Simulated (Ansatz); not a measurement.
**SiHCl (triplet): from Hartree-Fock to the top rungs, cc-pVTZ**

An exercise on one series of results from a longer session: the logs are not shown, and one member is left open.

Program: Ansatz 0.2.0, Gaussian basis. Level of theory: cc-pVTZ, core rule «outside noble gas», up to 10 orbitals frozen. These are calculated values, not measurements.

To be run: UHF; CCSD(T) on ROHF; CCSD(T) on UHF; BCCD(T) on ROHF; CCSDT(Q) on ROHF; CCSDT(Q) on UHF.

14 further runs of the same task are left out: 8 for a known fault of the program, 6 set aside as unsound or not needed.

**The geometry**

The geometry is a PBE0/def2-TZVP stationary point (not a proven minimum).

3 atoms, charge 0, spin multiplicity 3.

Atoms are counted from 1 here; the program's logs count them from 0.

Bond lengths: Si1–Cl2 2.048 Å, Si1–H3 1.491 Å. Angles: Cl2–Si1–H3 115.5°.

Set-up of the first run:

in.yaml

```yaml
crystal:
  periodic: [false, false, false]
  atoms:
    - {symbol: Si, position_ang: [0.000000, -0.097122, 1.110575]}
    - {symbol: Cl, position_ang: [0.000000, 0.042769, -0.932187]}
    - {symbol: H, position_ang: [0.000000, 1.201899, 1.843159]}
basis:
  gaussian: {orbitals: cc-pVTZ}
magnetization: {spin_polarized: true, initial_magnetization: 2}
hamiltonian: {xc: hf}
output: {orbitals: {seedname: orbitals}}
```

On the command line:

```console
> ansatz run in.yaml --threads 1 --pin off --events-out ev --progress --plain --max-ram 2816MiB --backend cpu
```

Steps of the session up to this table: UHF; CCSD(T) on ROHF; CCSD(T) on UHF; BCCD(T) on ROHF; CCSDT(Q) on ROHF; CCSDT(Q) on UHF.

One of the session's tables, all rows but one given; the rest of the session is left out.

```
   method  from UCCSDT(Q) (kcal/mol)
     ROHF                    +196.43
      UHF                    +195.05
     RMP2                     +27.85
     UMP2                          ?
    RCCSD                      +8.84
    UCCSD                      +8.78
 RCCSD(T)                      +1.11
 UCCSD(T)                      +1.08
  BCCD(T)                      +1.07
   RCCSDT                      +0.41
   UCCSDT                      +0.37
RCCSDT(Q)                      +0.06
UCCSDT(Q)                          0
```

**Question.** Estimate the row for UMP2.

As computed: from UCCSDT(Q) (kcal/mol): +27.70. In the column «from UCCSDT(Q) (kcal/mol)» it lies between RCCSD (+8.84) and RMP2 (+27.85).

With the free atoms at the same levels and basis (separate runs), the atomisation energy is 5.932 eV at UCCSDT(Q), 5.929 eV at RCCSD(T), 5.928 eV at UCCSD(T), 4.884 eV at ROHF.

Limits of these values: Restricted and unrestricted rows rest on different reference determinants; where their highest levels disagree by more than a few hundredths of an eV, they describe different states and don't form one ladder.
